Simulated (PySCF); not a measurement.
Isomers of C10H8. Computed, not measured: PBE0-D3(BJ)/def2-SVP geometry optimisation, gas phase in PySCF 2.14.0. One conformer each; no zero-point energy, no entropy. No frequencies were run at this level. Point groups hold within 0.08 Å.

Question: Rank from lowest to highest electronic energy at this level (kcal/mol).
A. azulene (`C1=CC=C2C=CC=C2C=C1`)
B. `[CH:1]1=[CH:2][C:3]1=[CH:4][c:5]1[cH:6][cH:7][cH:8][cH:9][cH:10]1` with C3–C4–C5–C6 180°

Answer: A (0.0), B (47.0).

As drawn, the higher has a three-membered ring and a C=C bond outside aromatic rings, which the lower lacks.

```csv
SMILES,E (Eh),E rel (kcal/mol),dipole (D),point group,"A, B, C (MHz)"
c1ccc2cccc-2cc1,-385.12180,0.0,1.13,C2v,"2854, 1254, 871.2"
C1=CC1=Cc1ccccc1,-385.04685,47.0,3.18,Cs,"4185, 766.1, 647.6"
```

Question: How do the relative energies change in single points at PBE0/pcSseg-1 (no added dispersion term) on the same geometries?

Answer: 
| SMILES | PBE0-D3(BJ)/def2-SVP (kcal/mol) | PBE0/pcSseg-1 (kcal/mol) | shift |
| --- | --- | --- | --- |
| c1ccc2cccc-2cc1 | 0.0 | 0.0 | 0.0 |
| C1=CC1=Cc1ccccc1 | 47.0 | 45.9 | -1.1 |

Each column counts from its own lowest isomer. The order is unchanged; the largest shift is 1.1 kcal/mol.
